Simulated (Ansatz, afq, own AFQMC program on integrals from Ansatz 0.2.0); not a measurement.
Two steps: Ansatz 0.2.0 writes the Fock matrix and Cholesky factors of the valence space, and afq projects on them the lowest state that overlaps trial and start.

```yaml
crystal:
  periodic: [false, false, false]
  atoms:
    - {symbol: F, position_ang: [0.000000, 0.000000, 0.000000]}
basis:
  gaussian: {orbitals: aug-cc-pVTZ}
total_charge: -1
magnetization: {spin_polarized: false}
correlation: {method: ccsd_t, electrons: outside_noble_gas, hamiltonian_folder: ham}
```

```sh
$ ansatz run in.yaml --threads 1 --pin off --events-out ev --progress --plain --max-ram 1382MiB
```

Options of the walk:

```
--method phaseless --trial cisd --walkers 60 --populations 1 --least-time 40 --time-step 0.005 --steps-per-block 50 --equilibration-blocks 28 --max-blocks 300 --target-error 0.00034 --factor-cut 1e-05 --seed 2127 --release-times 0.24,0.51,0.99,1.62,2.4 --release-step 0.03 --release-every 4 --taylor-order 6
```

Times are imaginary, in 1/Eh. The walk had a cap of 751 s.

Output of the walk:

```
orbitals 45  electrons 4 4  factors 287 of 288
reference energy -99.45080702 Eh
CCSD correlation -0.28849358 Eh in 10 cycles, weight of the determinant in the CISD state 0.9367
energy of the start -99.739301 Eh
 block  time / (1/Eh)  mean weight  energy / Eh
     1     0.250  0.9997  -99.738458
     2     0.500  0.9960  -99.743021
     3     0.750  0.9986  -99.744954
     4     1.000  1.0005  -99.750862
     5     1.250  1.0010  -99.748567
     7     1.750  0.9997  -99.748044
     9     2.250  1.0004  -99.747788
    17     4.250  0.9976  -99.744050
    33     8.250  1.0000  -99.752208
    49    12.250  0.9993  -99.748210
    65    16.250  0.9994  -99.775900
    81    20.250  1.0032  -99.748811
    97    24.250  0.9984  -99.741952
   113    28.250  1.0013  -99.743964
   129    32.250  1.0009  -99.748380
   145    36.250  0.9995  -99.744651
   161    40.250  0.9993  -99.746947
   177    44.250  1.0015  -99.756616
   193    48.250  0.9959  -99.758521
   209    52.250  1.0000  -99.741909
   225    56.250  1.0007  -99.746219
   241    60.250  0.9950  -99.752501
   249    62.250  1.0022  -99.776948
   257    64.250  1.0014  -99.772234
   273    68.250  0.9985  -99.742451
   289    72.250  0.9982  -99.752372
   305    76.250  0.9976  -99.747597
   321    80.250  0.9977  -99.747960
blocks merged  error / Eh  count
     1  0.000494  300
     2  0.000556  150
     4  0.000714  75
     8  0.000875  37
    16  0.001080  18
    32  0.001286  9
released: time / (1/Eh)  energy / Eh  error  mean overlap
  0.24  -99.749568  0.000675  0.9961
  0.51  -99.750325  0.000469  0.9888
  0.99  -99.749109  0.000731  0.9822
  1.62  -99.749169  0.001053  0.9706
  2.40  -99.748473  0.000778  0.9744
energy -99.750286 +/- 0.001080 Eh
(rows thinned)
```

The run failed at least one of its tests; the cautions name the faults.

Against this walk (error 29.4 meV) on the same determinant: CCSD(T) 20.4 meV higher (within the noise), CCSDT(Q) 9.2 meV higher (within the noise). The error is statistical and leaves out the bias of the constraint. Released to 2.40 1/Eh the energy moves by 49 ± 36 meV (both errors), within twice the noise.

Cautions: constraint bias not in the error; error above the target (29.4 against 9.3 meV); raised T1 diagnostic (T1 0.021, weight of the determinant 0.94, largest double 0.04); the bias of populations of 60 walkers isn't removed.

The walk took 3.3 min on 1 thread of Arm Neoverse V2 (shared host). The log's last line is the phaseless energy.

CCSDT and higher add their correlation energy to the determinant of the CCSD(T) run, since their own runs factorise the integrals more tightly (a shift of under 2 meV). A walk keeps the symmetry of its determinant, which the program's search chose and which needn't be the lowest solution, so a lower state of the same spin and another symmetry isn't excluded.
